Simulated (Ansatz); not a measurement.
Molecule: silylphosphine, SiPH5, charge 0, multiplicity 1. SMILES: [SiH3]P
Structure (B3LYP-D3(BJ)/def2-TZVP (Ansatz, a program for electronic structure) minimum search):
```xyz
7

Si    -1.0725     0.0867     0.2119
P      1.1233    -0.0680    -0.3324
H     -1.8171    -0.8926    -0.6134
H     -1.5318     1.4532    -0.1291
H     -1.3565    -0.1741     1.6427
H      1.3129    -1.2974     0.3513
H      1.5580     0.7172     0.7672
```

B3LYP/6-31G* beside other levels, property by property. Conventions: spin-orbit terms left out; each state is the SCF solution reached for its charge and spin; valence correlation only; open shells spin-unrestricted; 6-31G* and kin with 6d, 5d where marked; no dispersion term unless named; non-relativistic; atomisation electronic, to ground-state atoms. CBS marks a two-point X^-3 extrapolation of the correlation energy; Hartree-Fock from the larger set. The bracket is a focal-point correction in the basis named. First-principles rows: single points at B3LYP-D3(BJ) geometries (Ansatz), with unscaled harmonic terms from B3LYP/6-31G* (Ansatz) at its own minima, enthalpies of formation by atomisation with measured atoms. Sets without +, aug- or the D of def2-TZVPD hold no diffuse functions, which anions need.

Coupled cluster (Ansatz) is a level with limits of its own, used here on species with T1 under 0.025 (0.045 for open shells) and stable references: (a) RI-MP2/CBS(aug-cc-pV(T+d)Z,aug-cc-pV(Q+d)Z)+[CCSD(T)-MP2]/aug-cc-pV(T+d)Z; (b) RI-MP2/CBS(def2-TZVPPD,def2-QZVPPD)+[CCSD(T)-MP2]/def2-TZVPPD.

```csv
property,B3LYP/6-31G* (Ansatz),PBE/6-31G* (Ansatz),B3LYP/STO-3G (Ansatz),PBE0/def2-TZVPD (Ansatz),to compare with
"P-Si bond dissociation enthalpy at 298 K, to [SiH3] (SiH3) + [PH2] (PH2) (kcal/mol)",64.5,68.1,94.1,68.3,71.6 coupled cluster (a)
vertical ionisation energy to the doublet (eV),9.79,9.68,7.51,9.78,9.97 coupled cluster (b)
"deprotonation enthalpy (H-P bond) at 298 K, to [SiH3][PH-] + H+ (kcal/mol)",358.5,354.8,488.8,352.1,351.2 coupled cluster (a)
"H-Si bond dissociation enthalpy at 298 K, to [SiH2]P (SiPH4) + H atom (kcal/mol)",86.4,82.8,119.6,84.0,89.8 coupled cluster (a)
enthalpy of formation at 298 K (kcal/mol),15.5,19.6,-159.7,14.9,4.8 coupled cluster (a)
atomisation energy (kcal/mol),447.6,443.5,622.8,448.3,458.3 coupled cluster (a)
"deprotonation enthalpy (H-Si bond) at 298 K, to [SiH2-]P + H+ (kcal/mol)",368.1,363.5,481.4,363.7,364.4 coupled cluster (a)
"H-P bond dissociation enthalpy at 298 K, to [SiH3][PH] (SiPH4) + H atom (kcal/mol)",78.9,77.8,106.6,78.2,82.3 coupled cluster (a)
```

As the rows show:
- P-Si bond dissociation enthalpy at 298 K, to [SiH3] (SiH3) + [PH2] (PH2): B3LYP/6-31G* lies 7.1 kcal/mol below coupled cluster.
- vertical ionisation energy to the doublet: B3LYP/6-31G* lies 0.18 eV below coupled cluster.
- deprotonation enthalpy (H-P bond) at 298 K, to [SiH3][PH-] + H+: B3LYP/6-31G* lies 7.3 kcal/mol above coupled cluster.
- H-Si bond dissociation enthalpy at 298 K, to [SiH2]P (SiPH4) + H atom: B3LYP/6-31G* lies 3.4 kcal/mol below coupled cluster.
- enthalpy of formation at 298 K: B3LYP/6-31G* lies 10.7 kcal/mol above coupled cluster.
- atomisation energy: B3LYP/6-31G* lies 10.7 kcal/mol below coupled cluster.
- deprotonation enthalpy (H-Si bond) at 298 K, to [SiH2-]P + H+: B3LYP/6-31G* lies 3.7 kcal/mol above coupled cluster.
- H-P bond dissociation enthalpy at 298 K, to [SiH3][PH] (SiPH4) + H atom: B3LYP/6-31G* lies 3.4 kcal/mol below coupled cluster.

The properties are those with a value to compare with, at most eight drawn at random. No case is left out for the size of its miss. Left out are saddle points of the reference geometry, anions that the best level run finds unbound, excited spin states, species near biochemistry, 298 K rows of species without real B3LYP wavenumbers, cases with under five habitual levels, runs that failed or that the program found above a lower state of the same kind, table entries that another table contradicts, and a share of species set aside by lot.
